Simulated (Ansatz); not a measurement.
formamide (SMILES NC=O) moved off its minimum; all values from Ansatz (a quantum-chemistry and plane-wave program), cores frozen in correlated methods.
(charge 0, multiplicity 1)
```xyz
6

N     -1.0764     0.2044     0.1094
C      0.2786     0.3116    -0.0889
O      1.0532    -0.6432    -0.1259
H     -1.4539    -0.7412     0.2271
H     -1.6682     0.9799     0.1249
H      0.6088     1.4117    -0.1349
```

```
level               largest force (eV/Å)  on atom  rms difference from CCSD(T)/cc-pVTZ (eV/Å)  dipole (D)
------------------  --------------------  -------  ------------------------------------------  ----------
HF/def2-TZVPP                       4.07       O3                                       0.770        4.27
PBE/def2-TZVPP                      2.52       N1                                       0.230        3.81
r2SCAN/def2-TZVPP                   2.57       N1                                       0.138        3.92
B3LYP/def2-TZVPP                    2.55       N1                                       0.143        3.94
wB97M-V/def2-TZVPP                  2.57       N1                                       0.192        3.95
MP2/cc-pVTZ                         2.44       N1                                       0.048        3.75
CCSD(T)/cc-pVTZ                     2.40       N1                                       0.000        3.78
```

The differences count from one level among others, with limits of its own. Forces at CCSD(T)/cc-pVTZ (eV/Å):

| atom | Fx | Fy | Fz |
|---|---|---|---|
| N1 | 1.237 | -2.053 | -0.086 |
| C2 | 0.471 | 0.216 | 0.450 |
| O3 | -0.859 | 1.179 | -0.105 |
| H4 | 0.204 | 0.836 | -0.137 |
| H5 | -0.782 | 1.114 | 0.020 |
| H6 | -0.272 | -1.292 | -0.142 |
